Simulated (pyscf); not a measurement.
**Hydrogen abstraction: F–SiH₂–O–SiH₂• (SMILES F[SiH2]O[SiH2]) + H₂O (SMILES O) -> F–SiH₂–O–SiH₃ (SMILES F[SiH2]O[SiH3]) + OH• (SMILES [OH])**

Gas phase, doublet surface, charge 0. Bonds broken: H7–O10. Bonds formed: Si4–H7. Optimised with ωB97X-D3(BJ)/def2-SVP in PySCF.

Transition state (Å):

```xyz
11

F      2.4107     0.5799    -0.4948
Si     1.1453    -0.2470     0.0944
O     -0.1109     0.8320     0.1853
Si    -1.4203     0.8694     1.1964
H      0.8488    -1.3170    -0.8862
H      1.5259    -0.7392     1.4369
H     -2.2981    -0.4292     1.0135
H     -1.0313     0.8673     2.6294
H     -2.2320     2.0644     0.8384
O     -1.3686    -1.5751     1.0296
H     -1.5439    -1.7704     0.0902
```

One imaginary mode, 705i cm⁻¹; descent along it reached the two sides named, in the forms told below.

```csv
bond,change,reactant side (Å),saddle,product side
H7–O10,breaks,0.967,1.476,2.307
Si4–H7,forms,3.1,1.578,1.500
```

Electronic energies relative to the separated reactants (kcal/mol):

```csv
level,barrier,reaction energy,reverse barrier
ωB97X-D3(BJ)/def2-TZVP,19.5,+23.5,-4.0
PBE/def2-TZVP,18.5,+31.6,-13.2
r²SCAN/def2-TZVP,18.2,+26.8,-8.6
B3LYP-D3(BJ)/def2-TZVP,19.5,+25.2,-5.6
PBE0-D3(BJ)/def2-TZVP,20.6,+27.1,-6.5
M06-2X/def2-TZVP,24.6,+27.6,-3.0
ωB97M-D3(BJ)/def2-TZVP,20.9,+24.3,-3.4
HF/def2-TZVP,31.0,+7.7,23.3
```

With ωB97M-D3(BJ)/def2-TZVP energies and thermal terms (ideal gas, 1 atm, RRHO with modes under 100 cm⁻¹ raised to 100, one conformer, R ln 2 for chiral ones without a mode under 150 cm⁻¹), in kcal/mol:

```tsv
T (K)	ΔH‡	ΔG‡	ΔH	ΔG
298	18.7	29.5	+22.1	+23.2
600	19.0	40.4	+22.2	+24.2
900	19.8	51.0	+22.7	+25.1
1200	20.7	61.2	+23.2	+25.9
```

On the reactant side the descent ends in a complex (not fully relaxed), 5.6 kcal/mol under the separated species and 25.1 kcal/mol under the saddle at ωB97X-D3(BJ)/def2-TZVP. On the product side the descent ends in a complex, 4.1 kcal/mol under the separated species and 0.1 kcal/mol under the saddle at ωB97X-D3(BJ)/def2-TZVP. At ωB97X-D3(BJ)/def2-TZVP, M06-2X, ωB97M-D3(BJ) the saddle lies under the separated products, which points to a path from their complex (located at ωB97X-D3(BJ) alone), and parting the products costs more than the saddle. At PBE, r²SCAN, B3LYP-D3(BJ), PBE0-D3(BJ) this geometry lies under the product side: in single points on another level's saddle the reverse barrier vanishes, and the forward threshold there is about the reaction energy. This saddle turned up in a search for another step; its sides and bond changes are read from the two ends of the descent. One saddle was located; it need not be the lowest between these sides. The angle at the transferred H is 107°: a side-on saddle, likely not the lowest. Left out: orbital degeneracy and the spin-orbit lowering of OH.
